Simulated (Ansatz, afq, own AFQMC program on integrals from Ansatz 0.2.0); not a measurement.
AFQMC on a folder of integrals that Ansatz 0.2.0 wrote.

```yaml
crystal:
  periodic: [false, false, false]
  atoms:
    - {symbol: Si, position_ang: [0.000000, 0.000000, 1.029969]}
    - {symbol: Si, position_ang: [0.000000, 0.000000, -1.163327]}
    - {symbol: H, position_ang: [0.000000, 1.236053, 1.857961]}
    - {symbol: H, position_ang: [0.000000, -1.236053, 1.857961]}
basis:
  gaussian: {orbitals: cc-pVDZ}
magnetization: {spin_polarized: true, initial_magnetization: 0}
correlation: {method: ccsd_t, electrons: outside_noble_gas, hamiltonian_folder: ham}
```

```sh
$ ansatz run in.yaml --threads 1 --pin off --events-out ev --progress --plain --max-ram 1843MiB
```

afq runs on the folder ham with

```
--method free --trial cisd --walkers 70 --time-step 0.03 --max-blocks 80 --target-error 0.00038 --factor-cut 1e-05 --seed 6007 --times 0,0.21,0.42,0.81,1.2,1.8,2.4,3 --taylor-order 8
```

Times are imaginary, in 1/Eh. The walk had a cap of 536 s.

Output of the walk:

```
orbitals 36  electrons 5 5  factors 266 of 454
reference energy -578.91965032 Eh
CCSD correlation -0.21146208 Eh in 12 cycles, weight of the determinant in the CISD state 0.8367
repeat  energy at the last time / Eh  error
    10  -579.142011  0.001470
    20  -579.141875  0.001020
    30  -579.141523  0.000919
    40  -579.141666  0.000760
    50  -579.141952  0.000680
    60  -579.142058  0.000579
    70  -579.142050  0.000507
    80  -579.141999  0.000462
time / (1/Eh)  energy / Eh  error  mean overlap
  0.00  -579.131164  0.000170  1.1957
  0.21  -579.134553  0.000194  1.1914
  0.42  -579.136770  0.000200  1.1849
  0.81  -579.139386  0.000226  1.1698
  1.20  -579.140604  0.000240  1.1668
  1.80  -579.141294  0.000308  1.1672
  2.40  -579.141757  0.000359  1.1695
  3.00  -579.141999  0.000462  1.1813
energy -579.141999 +/- 0.000462 Eh
```

The run passed its tests (error under three times the target), which doesn't prove that it has relaxed.

Against this walk (error 12.6 meV) on the same determinant: CCSD(T) 56.5 meV higher, CCSDT(Q) 1.8 meV lower (within the noise). The error is statistical, and a free projection of finite length keeps a remainder of its start. The last points still move (meV from the last: 71 ± 6 at 0.81, 38 ± 7 at 1.20, 19 ± 8 at 1.80, 7 ± 10 at 2.40, 0 ± 13 at 3.00), but the last one has reached CCSDT(Q) within the noise or passed it, so little can be left to fall.

Cautions: remainder of the start not in the error; error above the target (12.6 against 10.3 meV); higher spins were not checked; an unrestricted solution with more broken spin lies lower (145 meV, ⟨S²⟩ 0.74), while this determinant keeps restricted orbitals.

The walk took 3.2 min on 1 thread of Intel(R) Xeon(R) 6975P-C (Granite Rapids) (shared host). The log's last line is the free-projection energy.

CCSDT and higher add their correlation energy to the determinant of the CCSD(T) run, since their own runs factorise the integrals more tightly (a shift of under 2 meV). A walk keeps the symmetry of its determinant, which the program's search chose and which needn't be the lowest solution, so a lower state of the same spin and another symmetry isn't excluded.
